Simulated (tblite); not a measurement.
# C2H5NO2: the cost of one run

Programs: tblite 0.8.0 and PySCF 2.14.0. All values are calculated, for the isolated system unless a continuum is named. Atoms count from 0, parts from 1.

### Step 1. The system as given

10 atoms, charge 0, multiplicity 1; geometry: rigid parts in contact. Parts: 1 = atoms 0–2, `O=C=O`, charge 0; 2 = atoms 3–9, `CN`, charge 0.

### Step 2. Search for minima with GFN2-xTB

The job: settings as JSON, then the geometry in Å.

```
{"job": {"kind": "dock", "xc": "GFN2-xTB", "basis": "xTB"}, "charge": 0, "multiplicity": 1, "parts": [{"atoms": "0-2", "charge": 0, "multiplicity": 1}, {"atoms": "3-9", "charge": 0, "multiplicity": 1}]}
O      1.031012    -0.494893     0.002715
C     -0.000005    -0.000002     0.000005
O     -1.031007     0.494894    -0.002720
C      0.139309    -1.416165    -3.539917
N      0.507743    -0.384891    -2.585750
H      0.112640    -2.374212    -3.022022
H     -0.860471    -1.200380    -3.915098
H      0.820383    -1.505853    -4.398729
H      1.434394    -0.566160    -2.214077
H      0.532099     0.521592    -3.041191
```

With the program's defaults for keys left out, this is: GFN2-xTB search for minima from random contacts, gas phase.

On the command line:

```bash
$ OMP_NUM_THREADS=1 python cluster_run.py task.json out
```

One launch serves the whole session: the jobs run in the order shown.

Q: Estimate the wall time of this first job on 1 thread of Arm Neoverse V2, shared host.

About 4.5 s.
